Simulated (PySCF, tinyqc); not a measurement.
Inside a calculation. Method: MP2 on RHF in the sto-3g basis, for LiH, spin multiplicity 1. The lowest restricted solution is unstable here: a spin-polarised one lies 0.0001 hartree lower (PySCF). One step of it, computed by the program tinyqc.

Task: Integrals over molecular orbitals. (pq|rs) = sum C_ip C_jq C_kr C_ls (ij|kl), one index at a time.

coefficients C, order 1Li 1s, 1Li 2s, 1Li 2px, 1Li 2py, 1Li 2pz, 2H 1s:
```
[[0.991450, -0.150427, -0.214564, 0.000000, 0.000000, 0.114450],
 [0.033380, 0.491719, 0.798610, 0.000000, 0.000000, -0.547936],
 [0.000000, 0.000000, 0.000000, 0.880676, -0.473719, 0.000000],
 [0.000000, 0.000000, 0.000000, 0.473719, 0.880676, 0.000000],
 [-0.004568, 0.329586, -0.596261, 0.000000, 0.000000, -0.871310],
 [-0.001098, 0.586087, -0.189320, 0.000000, 0.000000, 0.978300]]
```

core Hamiltonian H = T + V (hartree), order 1Li 1s, 1Li 2s, 1Li 2px, 1Li 2py, 1Li 2pz, 2H 1s:
```
[[-4.664104, -1.046796, 0.000000, 0.000000, -0.009802, -0.109992],
 [-1.046796, -1.349618, 0.000000, 0.000000, -0.096066, -0.450925],
 [0.000000, 0.000000, -1.097753, 0.000000, 0.000000, 0.000000],
 [0.000000, 0.000000, 0.000000, -1.097753, 0.000000, 0.000000],
 [-0.009802, -0.096066, 0.000000, 0.000000, -1.172013, -0.607148],
 [-0.109992, -0.450925, 0.000000, 0.000000, -0.607148, -1.240388]]
```

Two-electron integrals (ij|kl) in chemists' order, unique and non-zero (hartree):
```
(11|11) 1.680395   (21|11) 0.265420   (21|21) 0.049941   (22|11) 0.397727
(22|21) 0.092860   (22|22) 0.290562   (31|31) 0.008981   (32|31) 0.013788
(32|32) 0.064184   (33|11) 0.396640   (33|21) 0.092880   (33|22) 0.290497
(33|33) 0.312946   (41|41) 0.008981   (42|41) 0.013788   (42|42) 0.064184
(43|43) 0.016869   (44|11) 0.396640   (44|21) 0.092880   (44|22) 0.290497
(44|33) 0.279207   (44|44) 0.312946   (51|51) 0.008981   (52|51) 0.013788
(52|52) 0.064184   (53|53) 0.016869   (54|54) 0.016869   (55|11) 0.396640
(55|21) 0.092880   (55|22) 0.290497   (55|33) 0.279207   (55|44) 0.279207
(55|55) 0.312946   (61|11) 0.025926   (61|21) 0.004924   (61|22) 0.009399
(61|33) 0.009288   (61|44) 0.009288   (61|51) 0.000625   (61|52) 0.001218
(61|55) 0.009627   (61|61) 0.000537   (62|11) 0.091266   (62|21) 0.021711
(62|22) 0.075977   (62|33) 0.071633   (62|44) 0.071633   (62|51) 0.003393
(62|52) 0.023760   (62|55) 0.084595   (62|61) 0.002594   (62|62) 0.037794
(63|31) 0.001383   (63|32) 0.007259   (63|53) 0.003281   (63|63) 0.002133
(64|41) 0.001383   (64|42) 0.007259   (64|54) 0.003281   (64|64) 0.002133
(65|11) 0.122670   (65|21) 0.029388   (65|22) 0.105868   (65|33) 0.098578
(65|44) 0.098578   (65|51) 0.005219   (65|52) 0.036628   (65|55) 0.120350
(65|61) 0.003599   (65|62) 0.056715   (65|65) 0.085740   (66|11) 0.257886
(66|21) 0.062136   (66|22) 0.240217   (66|33) 0.219646   (66|44) 0.219646
(66|51) 0.009693   (66|52) 0.088270   (66|55) 0.281257   (66|61) 0.007542
(66|62) 0.155569   (66|65) 0.240362   (66|66) 0.774606
```

Give: one-electron integrals over orbitals h = C^T H C; Two-electron integrals over orbitals.

Result:

one-electron integrals over orbitals h = C^T H C (hartree):
```
[[-4.6551, 0.0962, 0.1624, 0.0000, 0.0000, -0.0517],
 [0.0962, -1.3356, 0.0180, 0.0000, 0.0000, 0.0319],
 [0.1624, 0.0180, -1.0986, 0.0000, 0.0000, 0.0219],
 [0.0000, 0.0000, 0.0000, -1.0978, 0.0000, 0.0000],
 [0.0000, 0.0000, 0.0000, 0.0000, -1.0978, 0.0000],
 [-0.0517, 0.0319, 0.0219, 0.0000, 0.0000, -1.0078]]
```

Two-electron integrals over orbitals (pq|rs), unique and non-zero (hartree):
```
(11|11) 1.6592      (21|11) -0.0994     (21|21) 0.0104      (22|11) 0.3217
(22|21) 0.0032      (22|22) 0.4569      (31|11) -0.1414     (31|21) 0.0106
(31|22) -0.0118     (31|31) 0.0220      (32|11) 0.0250      (32|21) -0.0026
(32|22) -0.0575     (32|31) -1.38e-04   (32|32) 0.0196      (33|11) 0.3922
(33|21) -0.0091     (33|22) 0.2141      (33|31) 0.0011      (33|32) 0.0134
(33|33) 0.3306      (41|41) 0.0098      (42|41) 0.0073      (42|42) 0.0215
(43|41) 0.0104      (43|42) 0.0201      (43|43) 0.0414      (44|11) 0.3963
(44|21) -0.0037     (44|22) 0.2490      (44|31) -0.0051     (44|32) 0.0120
(44|33) 0.2802      (44|44) 0.3129      (51|51) 0.0098      (52|51) 0.0073
(52|52) 0.0215      (53|51) 0.0104      (53|52) 0.0201      (53|53) 0.0414
(54|54) 0.0169      (55|11) 0.3963      (55|21) -0.0037     (55|22) 0.2490
(55|31) -0.0051     (55|32) 0.0120      (55|33) 0.2802      (55|44) 0.2792
(55|55) 0.3129      (61|11) 0.0686      (61|21) -0.0093     (61|22) -0.0075
(61|31) -0.0044     (61|32) 0.0026      (61|33) 0.0118      (61|44) 0.0015
(61|55) 0.0015      (61|61) 0.0108      (62|11) -0.0757     (62|21) 0.0018
(62|22) 0.1101      (62|31) 0.0038      (62|32) -0.0423     (62|33) -0.0186
(62|44) -0.0343     (62|55) -0.0343     (62|61) 0.0007      (62|62) 0.1297
(63|11) 0.0220      (63|21) -0.0024     (63|22) -0.0563     (63|31) 0.0040
(63|32) 0.0157      (63|33) 0.0365      (63|44) 0.0069      (63|55) 0.0069
(63|61) 0.0044      (63|62) -0.0378     (63|63) 0.0299      (64|41) -0.0060
(64|42) -0.0187     (64|43) -0.0123     (64|64) 0.0194      (65|51) -0.0060
(65|52) -0.0187     (65|53) -0.0123     (65|65) 0.0194      (66|11) 0.3545
(66|21) 0.0010      (66|22) 0.4290      (66|31) -0.0109     (66|32) -0.0484
(66|33) 0.2388      (66|44) 0.2602      (66|55) 0.2602      (66|61) -0.0050
(66|62) 0.1042      (66|63) -0.0462     (66|66) 0.4261
```
